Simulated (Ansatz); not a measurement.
A made-up structure of CH₂NaO, doublet:

O1  (-0.057, -0.638, 0.987)
C2  (0.019, 0.188, -0.338)
Na3  (-0.936, 2.518, -0.289)
H4  (0.394, -1.600, 0.854)
H5  (0.580, -0.468, -1.214)
(Å)

It is relaxed with PBE-D4/def2-SVP and then PBE0-D4/def2-TZVP (Ansatz 0.2.0). Atoms count as bonded within 1.22 times the sum of their covalent radii (H–H: 0.88 Å). The end point is not checked to be a true minimum.

(1) Does its bonding change? (Judge from chemistry; the calculation decides.)

Results:

(1) Computed: No: no bond forms or breaks.

Where it ends: The first stage lowers the energy by 0.88 eV in 7 steps. It ends as CH₂NaO ([OH][CH][Na]):
| atom | x (Å) | y (Å) | z (Å) |
| --- | --- | --- | --- |
| O1 | -0.0898 | -0.5869 | 0.8683 |
| C2 | -0.0513 | 0.1402 | -0.3222 |
| Na3 | -0.8005 | 2.2627 | -0.2466 |
| H4 | 0.4021 | -1.4085 | 0.7769 |
| H5 | 0.5394 | -0.4075 | -1.0764 |

Labels in which every atom is bracketed show which atoms are joined, not bond orders.

For scale, one of the runs: PBE0-D4/def2-TZVP relaxation, 106 basis functions, launched by `ansatz run in.yaml --threads 2 --pin off --events-out ev --progress --plain --max-ram 4352MiB`. Hardware: 2 CPU threads of an Arm Neoverse V2, shared host. Wall time about 29 s.
